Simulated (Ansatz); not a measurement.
in.yaml

```yaml
crystal:
  periodic: [false, false, false]
  atoms:
    - {symbol: Co, position_ang: [0.000000, 0.000000, 0.000000]}
    - {symbol: Cl, position_ang: [0.000000, 0.000000, 2.172600]}
basis:
  gaussian: {orbitals: 6-31G}
magnetization: {spin_polarized: false, initial_magnetization: 4}
correlation: {active_space: {window: {electrons: 8, orbitals: 6}}}
accuracy: high
```

```sh
$ ansatz run in.yaml --threads 1 --pin off --events-out ev --progress --plain --max-ram 2393MiB
```

The program prints:

```
722 factors; integrals over basis functions are off by at most 4.1e-9 eV
mean field evaluation 1: about -50082.5392 eV, gradient 2.1e1 eV
mean field evaluation 2: about -50082.5867 eV, gradient 2.1e1 eV
mean field evaluation 4: about -50086.9779 eV, gradient 8.4e0 eV
mean field evaluation 8: about -50087.2470 eV, gradient 1.0e0 eV
mean field evaluation 16: about -50087.2572 eV, gradient 1.1e-2 eV
mean field evaluation 32: about -50088.7317 eV, gradient 2.2e-1 eV
mean field evaluation 64: about -50088.7304 eV, gradient 7.5e-2 eV
mean field evaluation 96: about -50088.7307 eV, gradient 1.6e-8 eV
mean field evaluation 128: about -50087.2346 eV, gradient 1.0e1 eV
mean field evaluation 160: about -50088.7307 eV, gradient 5.9e-9 eV
mean field evaluation 192: about -50088.4714 eV, gradient 7.1e-1 eV
mean field evaluation 224: about -50088.7552 eV, gradient 8.8e-2 eV
mean field evaluation 256: about -50088.7561 eV, gradient 2.0e-2 eV
mean field evaluation 288: about -50088.7566 eV, gradient 1.8e-2 eV
mean field evaluation 320: about -50082.2150 eV, gradient 1.4e1 eV
mean field evaluation 352: about -50088.3653 eV, gradient 2.4e-1 eV
mean field evaluation 384: about -50087.2567 eV, gradient 2.2e-1 eV
mean field evaluation 416: about -50088.6422 eV, gradient 4.6e-1 eV
mean field -50088.75662337 eV, -1840.7278545302 hartree, gradient 2.1e-8 eV, S^2 6.000000; 19 other end points of the search recorded, 0 dependent functions left out
reference -50088.75662337 eV, -1840.7278545302 hartree; 24, 20 occupied and 18, 22 virtual orbitals, 722 factors
state -50088.81382998 eV, -1840.7299568342 hartree
Total energy: -50088.81382998 eV, -1840.7299568342 hartree
```

Natural occupations: 1.9995 1.9995 1.0005 1.0005 1.0000 1.0000.

Ran on 1 thread of AMD EPYC, shared host: 81 s wall, 0.13 GiB peak host memory.
